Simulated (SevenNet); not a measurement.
Rutile PbO2

Computed with the machine-learned potential SevenNet-l3i5 (trained on PBE and PBE+U data).

Cell (relaxed at this level):

```cif
data_O4Pb2
_chemical_formula_sum 'Pb2 O4'
_space_group_name_H-M_alt 'P42/mnm'
_space_group_IT_number 136
_space_group_name_Hall '-P 4n 2n'
_cell_length_a 5.03092
_cell_length_b 5.03092
_cell_length_c 3.47599
_cell_angle_alpha 90.000
_cell_angle_beta 90.000
_cell_angle_gamma 90.000
loop_
_atom_site_label
_atom_site_type_symbol
_atom_site_symmetry_multiplicity
_atom_site_Wyckoff_symbol
_atom_site_fract_x
_atom_site_fract_y
_atom_site_fract_z
_atom_site_occupancy
Pb1 Pb 2 a 0.00000 0.00000 0.00000 1
O1 O 4 f 0.30789 0.30789 0.00000 1
```

lattice constant a: 5.031 Å
lattice parameter c: 3.476 Å

Measured, for comparison: lattice constant a 4.958 Å (room temperature, not corrected to a static lattice, our sources range from 4.950 to 4.958; as tabulated in Hiroi (2015), arXiv:1503.02262); lattice parameter c 3.388 Å (room temperature, not corrected to a static lattice; as tabulated in Hiroi (2015), arXiv:1503.02262). Computed (rounded) less measured: lattice constant a +1.5 % (+1.5 % to +1.6 % over the range), lattice parameter c +2.6 %.

A machine-learned potential is trained on density-functional data: it inherits that level's misses and adds fitting errors of its own.

Note: this model's volume lies 5 % above that of the starting cell (a measured, published or database cell).
